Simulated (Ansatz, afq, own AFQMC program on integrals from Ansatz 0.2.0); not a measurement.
Integrals from Ansatz 0.2.0, then the random walk in our own AFQMC program (afq).

```yaml
crystal:
  periodic: [false, false, false]
  atoms:
    - {symbol: Ge, position_ang: [0.000000, 0.009227, 0.252245]}
    - {symbol: C, position_ang: [0.000000, -0.092669, -1.495242]}
    - {symbol: H, position_ang: [0.000000, 1.336281, 1.011005]}
    - {symbol: H, position_ang: [0.000000, -1.253031, 1.102338]}
    - {symbol: H, position_ang: [0.000000, 0.356035, -2.474658]}
basis:
  gaussian: {orbitals: cc-pVDZ}
magnetization: {spin_polarized: false, initial_magnetization: 1}
correlation: {method: ccsd_t, electrons: outside_noble_gas, hamiltonian_folder: ham}
```

```sh
$ ansatz run in.yaml --threads 1 --pin off --events-out ev --progress --plain --max-ram 1382MiB
```

Options of the walk:

```
--method phaseless --trial cisd --walkers 60 --populations 1 --least-time 40 --time-step 0.005 --steps-per-block 50 --equilibration-blocks 28 --max-blocks 300 --target-error 0.0004 --factor-cut 1e-05 --start spin_pure --seed 9058 --release-times 0.24,0.51,0.99,1.62,2.4 --release-step 0.03 --release-every 4 --taylor-order 6
```

Times are imaginary, in 1/Eh. The walk had a cap of 1706 s. Filled inner d shells are frozen with the cores.

```
orbitals 41  electrons 6 5  factors 336 of 590
reference energy -2114.80641489 Eh
CCSD correlation -0.24677166 Eh in 15 cycles, weight of the determinant in the CISD state 0.8491
energy of the start -2115.053185 Eh
 block  time / (1/Eh)  mean weight  energy / Eh
     1     0.250  0.9982  -2115.049388
     2     0.500  0.9980  -2115.051701
     3     0.750  1.0000  -2115.053502
     4     1.000  1.0003  -2115.054459
     5     1.250  0.9977  -2115.051081
     9     2.250  0.9984  -2115.057765
    33     8.250  1.0006  -2115.056147
    65    16.250  1.0003  -2115.058286
    97    24.250  0.9998  -2115.070404
   129    32.250  1.0003  -2115.063301
   161    40.250  1.0007  -2115.059804
   193    48.250  1.0014  -2115.062533
   225    56.250  1.0000  -2115.062493
   241    60.250  1.0006  -2115.054910
   257    64.250  1.0016  -2115.065784
   289    72.250  0.9977  -2115.063724
   313    78.250  0.9999  -2115.072387
   321    80.250  1.0012  -2115.060247
blocks merged  error / Eh  count
     1  0.000268  300
     2  0.000333  150
     4  0.000387  75
     8  0.000481  37
    16  0.000512  18
    32  0.000442  9
released: time / (1/Eh)  energy / Eh  error  mean overlap
  0.24  -2115.064336  0.000651  0.9870
  0.51  -2115.064204  0.000508  0.9887
  0.99  -2115.064604  0.000537  0.9833
  1.62  -2115.064578  0.000609  0.9826
  2.40  -2115.063794  0.000658  0.9946
energy -2115.063081 +/- 0.000512 Eh
(rows thinned)
```

Question: Estimate how long the walk took on 1 thread of Arm Neoverse V2, on a shared host.

Answer: 9.6 min of wall time.

The run passed its tests (sampling time, drift between the halves within three errors, error under three times the target), which doesn't prove that it has relaxed.

Against this walk (error 13.9 meV) on the same determinant: CCSD(T) 20.3 meV higher (within the noise). The error is statistical and leaves out the bias of the constraint. None of these is a sure reference here. Released to 2.40 1/Eh the energy moves by -19 ± 23 meV (both errors), within twice the noise.

Cautions: constraint bias not in the error; error above the target (13.9 against 10.9 meV); no relativity below Rb; no spin-orbit coupling; inner d shell frozen; higher spins were not checked; a spin-contaminated unrestricted determinant lies lower (UHF 512 meV lower, ⟨S²⟩ 1.28).

A walk keeps the symmetry of its determinant, which the program's search chose and which needn't be the lowest solution, so a lower state of the same spin and another symmetry isn't excluded.
